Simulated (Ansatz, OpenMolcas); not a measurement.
## BH2 (boron dihydride): the energy, rung by rung

BH2: 3 atoms, total charge 0, spin state doublet. SMILES: `[BH2]`. Geometry: relaxed at GFN2-xTB.

```csv
atom,x (Å),y (Å),z (Å)
B,0.2628,-0.1662,0.1286
H,0.2800,0.9853,0.2610
H,-0.5429,-0.8191,-0.3896
```

Quantity: the energy change with the B1–H3 bond stretched from 1.159 to 2.319 Å, in eV. The values are calculated.

```json
{"level": "USVWN5/3-21G", "kind": "LDA", "program": "OpenMolcas", "value (eV)": "3.26", "less FCI/3-21G": "+0.31", "CPU time (all runs)": "6.2 s"}
{"level": "U-revPBE/3-21G", "kind": "GGA", "program": "Ansatz", "value (eV)": "3.19", "less FCI/3-21G": "+0.24", "CPU time (all runs)": "1.7 s"}
{"level": "UBHLYP/3-21G", "kind": "global hybrid", "program": "Ansatz", "value (eV)": "3.42", "less FCI/3-21G": "+0.47", "CPU time (all runs)": "1.2 s"}
{"level": "UCAM-B3LYP/3-21G", "kind": "range-separated hybrid", "program": "Ansatz", "value (eV)": "3.41", "less FCI/3-21G": "+0.46", "CPU time (all runs)": "1.8 s"}
{"level": "CASSCF(3,3)/3-21G", "kind": "multireference", "program": "OpenMolcas", "value (eV)": "2.75", "less FCI/3-21G": "-0.20", "CPU time (all runs)": "5.7 s"}
{"level": "CASSCF(5,6)/3-21G", "kind": "multireference", "program": "OpenMolcas", "value (eV)": "2.84", "less FCI/3-21G": "-0.11", "CPU time (all runs)": "6.8 s"}
{"level": "UCCSD(T)/3-21G", "kind": "coupled cluster or CI", "program": "Ansatz", "value (eV)": "2.97", "less FCI/3-21G": "+0.02", "CPU time (all runs)": "0.46 s"}
{"level": "UCCSDT(Q)/3-21G", "kind": "coupled cluster or CI", "program": "Ansatz", "value (eV)": "2.95", "less FCI/3-21G": "0.00", "CPU time (all runs)": "2.1 s"}
{"level": "FCI/3-21G", "kind": "exact in the basis", "program": "Ansatz", "value (eV)": "2.95", "less FCI/3-21G": "0.00", "CPU time (all runs)": "0.71 s"}
```

FCI/3-21G is exact within its basis and frozen core, so for wave-function methods in that basis the difference is their error; functionals converge differently with the basis, so for them it is only a difference. The first shape isn't each level's own minimum. The values span 2.75 to 3.42 eV. Spin contamination of the reference (⟨S²⟩ at least 0.1 too high) touches UBHLYP/3-21G, UCAM-B3LYP/3-21G, UCCSD(T)/3-21G, UCCSDT(Q)/3-21G. All rows use very small basis sets, so even the best lies far from the true value. Times are those of the runs behind each value, whatever else they computed, on shared processors of several kinds: orders of magnitude only.
